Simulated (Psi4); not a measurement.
**UB3LYP-D3(BJ)+ATM/cc-pVQZ (density fitting, dipole perturbation λ (added as +λ·μ, a field of −λ) (0, 0, 0.01) a.u.) run of BH2SO (SMILES O[B]S)**

Aim: the energy in a field of BH2SO. 

The calculation is run with Psi4 1.11.

3 further runs of the same task are left out: 3 set aside as unsound or not needed.

## 1. The system as given

BH2SO: 5 atoms, total charge 0, spin state doublet. As SMILES, `O[B]S`. Geometry: relaxed at PBE0-D4/def2-TZVP. This is a higher conformer, about 7 kJ/mol above the lowest found by a separate search.

Bond lengths: O1–B2 1.334 Å, B2–S3 1.785 Å, O1–H4 0.966 Å, S3–H5 1.356 Å. Angles: O1–B2–S3 132.0°, B2–O1–H4 116.7°, B2–S3–H5 99.8°.

## 2. The energy in a field at UB3LYP-D3(BJ)+ATM/cc-pVQZ (density fitting, dipole perturbation λ (added as +λ·μ, a field of −λ) (0, 0, 0.01) a.u.)

calc.dat reads:

```
memory 1600 mb

molecule mol {
  0 2
  O     -2.44662841    -0.10336802    -0.82316470
  B     -0.85850258     1.56015789     0.20730296
  S      2.36933862     1.31184788     1.15481163
  H     -1.78975961    -1.77634256    -1.14271739
  H      2.81966035    -1.13119006     0.52572181
  units bohr
  symmetry c1
  no_reorient
  no_com
}

set globals {
  basis              cc-pVQZ
  reference          uks
  perturb_h          true
  perturb_with       dipole
  perturb_dipole     [0.0, 0.0, 0.01]
  dft_nuclear_scheme treutler
  basis_guess        3-21G
}

energy('b3lyp-d3bjatm')
```

On the command line:

```
$ psi4 -n 1 calc.dat calc.out
```

calc.out:

```text
Psi4 1.11 release

  //>>>>>>>>>>>>>>>>>>>>>>>>>>>>>>>>>>>//
  //       Guess SCF, 3-21G Basis      //
  //<<<<<<<<<<<<<<<<<<<<<<<<<<<<<<<<<<<//

   => Loading Basis Set <=

    Name: 3-21G
    Role: ORBITAL
    Keyword: BASIS

         ---------------------------------------------------------
                           SCF Castup computation                     => B3LYP-D3(BJ)ATM: Empirical Dispersion <=

        s6 =       1.000000
        s8 =       1.988900
        a1 =       0.398100
        a2 =       4.421100
        s9 =       1.000000

         ---------------------------------------------------------
                                   SCF
                              UKS Reference
                        1 Threads,   1525 MiB Core
         ---------------------------------------------------------

  ==> Geometry <==

    Molecular point group: c1
    Full point group: C1

    Geometry (in Bohr), charge = 0, multiplicity = 2:

       Center              X                  Y                   Z               Mass
    ------------   -----------------  -----------------  -----------------  -----------------
         O           -2.446628410000    -0.103368020000    -0.823164700000    15.994914619570
         B           -0.858502580000     1.560157890000     0.207302960000    11.009305360000
         S            2.369338620000     1.311847880000     1.154811630000    31.972071174400
         H           -1.789759610000    -1.776342560000    -1.142717390000     1.007825032230
         H            2.819660350000    -1.131190060000     0.525721810000     1.007825032230

  Running in c1 symmetry.

  Rotational constants: A =      1.09023  B =      0.15785  C =      0.13789 [cm^-1]
  Rotational constants: A =  32684.36368  B =   4732.20763  C =   4133.76785 [MHz]
  Nuclear repulsion =   80.972884289487340

  Charge       = 0
  Multiplicity = 2
  Electrons    = 31
  Nalpha       = 16
  Nbeta        = 15

  ==> Algorithm <==

  SCF Algorithm Type is DF.
  DIIS enabled.
  MOM disabled.
  Fractional occupation disabled.
  Guess Type is SAD.
  Energy threshold   = 1.00e-06
  Density threshold  = 1.00e-06
  Integral threshold = 1.00e-12

  ==> Primary Basis <==

  Basis Set: 3-21G
    Blend: 3-21G
    Number of shells: 21
    Number of basis functions: 35
    Number of Cartesian functions: 35
    Spherical Harmonics?: false
    Max angular momentum: 1

  ==> DFT Potential <==

   => LibXC <=

    Version 7.1.2

   => Composite Functional: B3LYP-D3BJATM <=

    B3LYP-d3bjatm Hyb-GGA Exchange-Correlation Functional

    Deriv               =              1
    GGA                 =           TRUE
    Meta                =          FALSE

    Exchange Hybrid     =           TRUE
    MP2 Hybrid          =          FALSE

   => Exchange Functionals <=

    0.0800   Slater exchange
    0.7200         Becke 88

   => Exact (HF) Exchange <=

    0.2000               HF

   => Correlation Functionals <=

    0.1900   Vosko, Wilk & Nusair (VWN5_RPA)
    0.8100   Lee, Yang & Parr

   => LibXC Density Thresholds  <==

    XC_HYB_GGA_XC_B3LYP:  1.00E-15

   => Molecular Quadrature <=

    Radial Scheme          =       TREUTLER
    Pruning Scheme         =           NONE
    Nuclear Scheme         =       TREUTLER

    Blocking Scheme        =         OCTREE
    BS radius alpha        =              1
    Pruning alpha          =              1
    Radial Points          =             75
    Spherical Points       =            302
    Total Points           =         106973
    Total Blocks           =            861
    Max Points             =            256
    Max Functions          =             34
    Weights Tolerance      =       1.00E-15

   => Loading Basis Set <=

    Name: (3-21G AUX)
    Role: JKFIT
    Keyword: DF_BASIS_SCF

  ==> Integral Setup <==

  DFHelper Memory: AOs need 0.005 GiB; user supplied 1.030 GiB.
  SCF_SUBTYPE=INCORE selected. In-core MEM_DF algorithm will be used.
  Using in-core AOs.

  ==> MemDFJK: Density-Fitted J/K Matrices <==

    J tasked:                   Yes
    K tasked:                   Yes
    wK tasked:                   No
    Memory [MiB]:              1054
    Algorithm:                 Core
    Schwarz Cutoff:           1E-12
    Mask sparsity (%):       3.7551
    Fitting Condition:        1E-10

   => Auxiliary Basis Set <=

  Basis Set: (3-21G AUX)
    Blend: DEF2-UNIVERSAL-JKFIT
    Number of shells: 100
    Number of basis functions: 377
    Number of Cartesian functions: 377
    Spherical Harmonics?: false
    Max angular momentum: 4

  Cached 100.0% of DFT collocation blocks in 0.087 [GiB].

  Perturbing V by 0.010000 mu(z).
  Minimum eigenvalue in the overlap matrix is 1.6090556738E-02.
  Reciprocal condition number of the overlap matrix is 4.3362482345E-03.
    Using symmetric orthogonalization.

  ==> Pre-Iterations <==

  SCF Guess: Superposition of Atomic Densities via on-the-fly atomic UHF (no occupation information).

   -------------------------
    Irrep   Nso     Nmo
   -------------------------
     A         35      35
   -------------------------
    Total      35      35
   -------------------------

  ==> Iterations <==

                           Total Energy        Delta E     RMS |[F,P]|

   @DF-UKS iter SAD:  -496.65064238290000   -4.96651e+02   0.00000e+00
   @DF-UKS iter   1:  -496.82279191297840   -1.72150e-01   1.49283e-02 ADIIS/DIIS
   @DF-UKS iter   2:  -496.73835598701390    8.44359e-02   2.07659e-02 ADIIS/DIIS
   @DF-UKS iter   3:  -496.93356705041015   -1.95211e-01   3.31689e-03 ADIIS/DIIS
   @DF-UKS iter   4:  -496.94082255799981   -7.25551e-03   5.54549e-04 ADIIS/DIIS
   @DF-UKS iter   5:  -496.94102703028983   -2.04472e-04   1.79503e-04 ADIIS/DIIS
   @DF-UKS iter   6:  -496.94105456110793   -2.75308e-05   4.60525e-05 DIIS
   @DF-UKS iter   7:  -496.94105705406315   -2.49296e-06   1.06297e-05 DIIS
   @DF-UKS iter   8:  -496.94105727462687   -2.20564e-07   2.67787e-06 DIIS
   @DF-UKS iter   9:  -496.94105728325889   -8.63201e-09   5.13585e-07 DIIS
  Energy and wave function converged.

  ==> Post-Iterations <==

   Electrons on quadrature grid:
      Nalpha   =   15.9999893230 ; deviation = -1.068e-05
      Nbeta    =   14.9999889975 ; deviation = -1.100e-05
      Ntotal   =   30.9999783206 ; deviation = -2.168e-05

   @Spin Contamination Metric:   2.426715838E-03
   @S^2 Expected:                7.500000000E-01
   @S^2 Observed:                7.524267158E-01
   @S   Expected:                5.000000000E-01
   @S   Observed:                5.000000000E-01

    Orbital Energies [Eh]
    ---------------------

    Alpha Occupied:

       1A    -88.256328     2A    -19.101791     3A     -7.904429
       4A     -6.791986     5A     -5.873491     6A     -5.868130
       7A     -5.862960     8A     -1.076197     9A     -0.783733
      10A     -0.603848    11A     -0.489671    12A     -0.428309
      13A     -0.398462    14A     -0.347721    15A     -0.293553
      16A     -0.207836

    Alpha Virtual:

      17A     -0.001674    18A      0.025476    19A      0.074304
      20A      0.123091    21A      0.264336    22A      0.423917
      23A      0.427720    24A      0.473815    25A      0.495486
      26A      0.526221    27A      0.546736    28A      0.649968
      29A      0.769162    30A      0.929881    31A      0.964219
      32A      1.448487    33A      1.561800    34A      1.735798
      35A      2.912841

    Beta Occupied:

       1A    -88.255918     2A    -19.101080     3A     -7.903840
       4A     -6.780518     5A     -5.873341     6A     -5.867228
       7A     -5.862724     8A     -1.074321     9A     -0.777864
      10A     -0.593932    11A     -0.477401    12A     -0.421363
      13A     -0.395405    14A     -0.342734    15A     -0.293100

    Beta Virtual:

      16A     -0.065644    17A      0.021814    18A      0.038930
      19A      0.083171    20A      0.133454    21A      0.279147
      22A      0.439336    23A      0.460067    24A      0.490857
      25A      0.500599    26A      0.528574    27A      0.556554
      28A      0.661114    29A      0.786464    30A      0.942719
      31A      0.974913    32A      1.448543    33A      1.563700
      34A      1.739936    35A      2.915969

    Final Occupation by Irrep:
              A
    DOCC [    15 ]
    SOCC [     1 ]
    NA   [    16 ]
    NB   [    15 ]

  @DF-UKS Final Energy:  -496.94105728325889

   => Energetics <=

    Nuclear Repulsion Energy =             80.9728842894873395
    One-Electron Energy =                -845.0539313064126645
    Two-Electron Energy =                 298.6087860021773963
    DFT Exchange-Correlation Energy =     -31.4632715205883216
    Empirical Dispersion Energy =          -0.0055247479225855
    VV10 Nonlocal Energy =                  0.0000000000000000
    Total Energy =                       -496.9410572832588855

  UHF NO Occupations:
  HONO-2 :   14  A 1.9995189
  HONO-1 :   15  A 1.9994254
  HONO-0 :   16  A 1.0000000
  LUNO+0 :   17  A 0.0005746
  LUNO+1 :   18  A 0.0004811
  LUNO+2 :   19  A 0.0000792
  LUNO+3 :   20  A 0.0000550

Computation Completed

  //>>>>>>>>>>>>>>>>>>>>>>>>>>>>>>>>>>>//
  //           B3LYP-D3BJATM           //
  //<<<<<<<<<<<<<<<<<<<<<<<<<<<<<<<<<<<//

   => Loading Basis Set <=

    Name: CC-PVQZ
    Role: ORBITAL
    Keyword: BASIS

   => B3LYP-D3(BJ)ATM: Empirical Dispersion <=

        s6 =       1.000000
        s8 =       1.988900
        a1 =       0.398100
        a2 =       4.421100
        s9 =       1.000000

         ---------------------------------------------------------
                                   SCF
                              UKS Reference
                        1 Threads,   1525 MiB Core
         ---------------------------------------------------------

  ==> Geometry <==

    Molecular point group: c1
    Full point group: C1

    Geometry (in Bohr), charge = 0, multiplicity = 2:

       Center              X                  Y                   Z               Mass
    ------------   -----------------  -----------------  -----------------  -----------------
         O           -2.446628410000    -0.103368020000    -0.823164700000    15.994914619570
         B           -0.858502580000     1.560157890000     0.207302960000    11.009305360000
         S            2.369338620000     1.311847880000     1.154811630000    31.972071174400
         H           -1.789759610000    -1.776342560000    -1.142717390000     1.007825032230
         H            2.819660350000    -1.131190060000     0.525721810000     1.007825032230

  Running in c1 symmetry.

  Rotational constants: A =      1.09023  B =      0.15785  C =      0.13789 [cm^-1]
  Rotational constants: A =  32684.36368  B =   4732.20763  C =   4133.76785 [MHz]
  Nuclear repulsion =   80.972884289487340

  Charge       = 0
  Multiplicity = 2
  Electrons    = 31
  Nalpha       = 16
  Nbeta        = 15

  ==> Algorithm <==

  SCF Algorithm Type is DF.
  DIIS enabled.
  MOM disabled.
  Fractional occupation disabled.
  Guess Type is SAD.
  Energy threshold   = 1.00e-06
  Density threshold  = 1.00e-06
  Integral threshold = 1.00e-12

  ==> Primary Basis <==

  Basis Set: CC-PVQZ
    Blend: CC-PVQZ
    Number of shells: 67
    Number of basis functions: 229
    Number of Cartesian functions: 284
    Spherical Harmonics?: true
    Max angular momentum: 4

  ==> DFT Potential <==

   => LibXC <=

    Version 7.1.2

   => Composite Functional: B3LYP-D3BJATM <=

    B3LYP-d3bjatm Hyb-GGA Exchange-Correlation Functional

    Deriv               =              1
    GGA                 =           TRUE
    Meta                =          FALSE

    Exchange Hybrid     =           TRUE
    MP2 Hybrid          =          FALSE

   => Exchange Functionals <=

    0.0800   Slater exchange
    0.7200         Becke 88

   => Exact (HF) Exchange <=

    0.2000               HF

   => Correlation Functionals <=

    0.1900   Vosko, Wilk & Nusair (VWN5_RPA)
    0.8100   Lee, Yang & Parr

   => LibXC Density Thresholds  <==

    XC_HYB_GGA_XC_B3LYP:  1.00E-15

   => Molecular Quadrature <=

    Radial Scheme          =       TREUTLER
    Pruning Scheme         =           NONE
    Nuclear Scheme         =       TREUTLER

    Blocking Scheme        =         OCTREE
    BS radius alpha        =              1
    Pruning alpha          =              1
    Radial Points          =             75
    Spherical Points       =            302
    Total Points           =         109033
    Total Blocks           =            862
    Max Points             =            256
    Max Functions          =            229
    Weights Tolerance      =       1.00E-15

   => Loading Basis Set <=

    Name: (CC-PVQZ AUX)
    Role: JKFIT
    Keyword: DF_BASIS_SCF

  Computing basis projection from 3-21G to CC-PVQZ

  ==> Integral Setup <==

  DFHelper Memory: AOs need 0.193 GiB; user supplied 0.538 GiB.
  SCF_SUBTYPE=INCORE selected. In-core MEM_DF algorithm will be used.
  Using in-core AOs.

  ==> MemDFJK: Density-Fitted J/K Matrices <==

    J tasked:                   Yes
    K tasked:                   Yes
    wK tasked:                   No
    Memory [MiB]:               551
    Algorithm:                 Core
    Schwarz Cutoff:           1E-12
    Mask sparsity (%):       1.2814
    Fitting Condition:        1E-10

   => Auxiliary Basis Set <=

  Basis Set: (CC-PVQZ AUX)
    Blend: CC-PVQZ-JKFIT
    Number of shells: 122
    Number of basis functions: 462
    Number of Cartesian functions: 607
    Spherical Harmonics?: true
    Max angular momentum: 5

  Cached 100.0% of DFT collocation blocks in 0.579 [GiB].

  Perturbing V by 0.010000 mu(z).
  Minimum eigenvalue in the overlap matrix is 2.2844093362E-04.
  Reciprocal condition number of the overlap matrix is 3.3096576566E-05.
    Using symmetric orthogonalization.

  ==> Pre-Iterations <==

  SCF Guess: Orbitals guess was supplied from a previous computation.

   -------------------------
    Irrep   Nso     Nmo
   -------------------------
     A        229     229
   -------------------------
    Total     229     229
   -------------------------

  ==> Iterations <==

                           Total Energy        Delta E     RMS |[F,P]|

   @DF-UKS iter   0:  -499.21565398479487   -4.99216e+02   1.75585e-02
   @DF-UKS iter   1:  -499.55461733766873   -3.38963e-01   8.82954e-04 ADIIS/DIIS
   @DF-UKS iter   2:  -499.55510955880186   -4.92221e-04   7.80211e-04 ADIIS/DIIS
   @DF-UKS iter   3:  -499.57057655813031   -1.54670e-02   1.89516e-04 ADIIS/DIIS
   @DF-UKS iter   4:  -499.57139612733414   -8.19569e-04   5.80515e-05 DIIS
   @DF-UKS iter   5:  -499.57146027396720   -6.41466e-05   1.55192e-05 DIIS
   @DF-UKS iter   6:  -499.57146592641874   -5.65245e-06   4.27677e-06 DIIS
   @DF-UKS iter   7:  -499.57146644825383   -5.21835e-07   1.25440e-06 DIIS
   @DF-UKS iter   8:  -499.57146650675929   -5.85055e-08   5.29185e-07 DIIS
  Energy and wave function converged.

  ==> Post-Iterations <==

   Electrons on quadrature grid:
      Nalpha   =   15.9999920256 ; deviation = -7.974e-06
      Nbeta    =   14.9999904455 ; deviation = -9.555e-06
      Ntotal   =   30.9999824711 ; deviation = -1.753e-05

   @Spin Contamination Metric:   2.599335450E-03
   @S^2 Expected:                7.500000000E-01
   @S^2 Observed:                7.525993355E-01
   @S   Expected:                5.000000000E-01
   @S   Observed:                5.000000000E-01

    Orbital Energies [Eh]
    ---------------------

    Alpha Occupied:

       1A    -88.916788     2A    -19.173292     3A     -7.967066
       4A     -6.820695     5A     -5.931494     6A     -5.927231
       7A     -5.924716     8A     -1.061962     9A     -0.765536
      10A     -0.597446    11A     -0.480511    12A     -0.442190
      13A     -0.403358    14A     -0.359651    15A     -0.297017
      16A     -0.214835

    Alpha Virtual:

      17A     -0.020718    18A     -0.008990    19A      0.018372
      20A      0.043218    21A      0.088826    22A      0.119312
      23A      0.122673    24A      0.138131    25A      0.160929
[... 67 lines of this table left out ...]
     227A     16.099345   228A     19.076440   229A     42.377246

    Beta Occupied:

       1A    -88.916318     2A    -19.172350     3A     -7.966411
       4A     -6.809407     5A     -5.931193     6A     -5.926198
       7A     -5.924401     8A     -1.059564     9A     -0.759273
      10A     -0.588218    11A     -0.469272    12A     -0.435594
      13A     -0.401059    14A     -0.354139    15A     -0.295679

    Beta Virtual:

      16A     -0.081617    17A     -0.001897    18A      0.003345
      19A      0.023134    20A      0.046884    21A      0.096652
      22A      0.122557    23A      0.133519    24A      0.141027
[... 67 lines of this table left out ...]
     226A     15.845180   227A     16.106948   228A     19.078252
     229A     42.378505

    Final Occupation by Irrep:
              A
    DOCC [    15 ]
    SOCC [     1 ]
    NA   [    16 ]
    NB   [    15 ]

  @DF-UKS Final Energy:  -499.57146650675929

   => Energetics <=

    Nuclear Repulsion Energy =             80.9728842894873395
    One-Electron Energy =                -848.2793712447351027
    Two-Electron Energy =                 299.2714180537704465
    DFT Exchange-Correlation Energy =     -31.5308728573593129
    Empirical Dispersion Energy =          -0.0055247479225855
    VV10 Nonlocal Energy =                  0.0000000000000000
    Total Energy =                       -499.5714665067592932

  UHF NO Occupations:
  HONO-2 :   14  A 1.9995671
  HONO-1 :   15  A 1.9993154
  HONO-0 :   16  A 1.0000000
  LUNO+0 :   17  A 0.0006846
  LUNO+1 :   18  A 0.0004329
  LUNO+2 :   19  A 0.0000739
  LUNO+3 :   20  A 0.0000468

Computation Completed

Properties will be evaluated at   0.000000,   0.000000,   0.000000 [a0]

Properties computed using the SCF density matrix

 Multipole Moments:

 ------------------------------------------------------------------------------------
     Multipole            Electronic (a.u.)      Nuclear  (a.u.)        Total (a.u.)
 ------------------------------------------------------------------------------------

 L = 1.  Multiply by 2.5417464519 to convert [e a0] to [Debye]
 Dipole X            :        -14.8922610           15.0737785            0.1815175
 Dipole Y            :        -25.9875686           25.0558787           -0.9316898
 Dipole Z            :        -12.8689076           12.3111877           -0.5577199
 Magnitude           :                                                    1.1009296

 ------------------------------------------------------------------------------------

	total time  =         19 seconds =       0.32 minutes

    Psi4 run time: 0:00:19.25
```

It took 21 s on 1 thread of Intel Xeon Platinum 8488C (Sapphire Rapids), shared host; peak memory 1 GiB.

## 3. Results

At UB3LYP-D3(BJ)+ATM/cc-pVQZ (density fitting, dipole perturbation λ (added as +λ·μ, a field of −λ) (0, 0, 0.01) a.u.):

```
         quantity          value
     total energy  -499.57147 Eh
    dipole moment         2.80 D
dispersion energy  -14.51 kJ/mol
             ⟨S²⟩          0.753
```
